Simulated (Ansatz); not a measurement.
**Which is lower?**

Two relaxed structures of CH5AlN (charge +1), closed shell (PBE0-D4/def2-TZVP; forces vanish, vibrations not checked).

A:

N1  (-0.241, 0.401, 0.361)
C2  (-0.504, 0.996, -0.734)
Al3  (0.687, -1.304, 0.494)
H4  (-0.201, 0.541, -1.676)
H5  (-1.026, 1.951, -0.755)
H6  (-0.555, 0.888, 1.199)
H7  (1.014, -1.750, -0.966)
H8  (0.843, -1.744, 1.981)
(Å)

B:

| atom | x (Å) | y (Å) | z (Å) |
| --- | --- | --- | --- |
| N1 | -0.5140 | 1.0138 | -0.7343 |
| C2 | -0.2807 | 0.4704 | 0.4003 |
| Al3 | 0.7060 | -1.3421 | 0.5216 |
| H4 | -0.2215 | 0.5704 | -1.6026 |
| H5 | -0.9964 | 1.9045 | -0.8377 |
| H6 | -0.6484 | 1.0533 | 1.2472 |
| H7 | 1.0251 | -1.7701 | -0.9550 |
| H8 | 0.9298 | -1.9003 | 1.9606 |

Computed with Ansatz 0.2.0 (basis: def2-TZVPP); correlated methods freeze the cores. B3LYP uses VWN-RPA correlation.

Question: Which structure is lower at CCSD(T), and by how much? (An estimate is asked for; the value comes from the calculation.)

Answer: Computed: A, by 81.5 kJ/mol (electronic energy, against the other). By their contacts, A is CH₅AlN ([CH2][NH][AlH2]), total charge +1 and B is CH₅AlN ([NH2][CH][AlH2]), total charge +1.

All methods give the same order:

```tsv
method	E(B) − E(A) (kJ/mol)
PBE-D4	73.1
r2SCAN-D4	78.6
PBE0-D4	74.9
B3LYP-D4	79.3
wB97M-V	77.7
HF	83.6
MP2	86.7
CCSD	81.7
CCSD(T)	81.5
```

No T1 diagnostic of these runs exceeds 0.015.

Labels in which every atom is bracketed show which atoms are joined, not bond orders.

For scale, one of the runs: CCSD(T)/def2-TZVPP, 174 basis functions, launched by `ansatz run in.yaml --threads 2 --pin off --events-out ev --progress --plain --max-ram 4352MiB`. The run took 14 s on 2 CPU threads of an Arm Neoverse V2 (shared host), with 1.5 GiB of host memory at its peak.
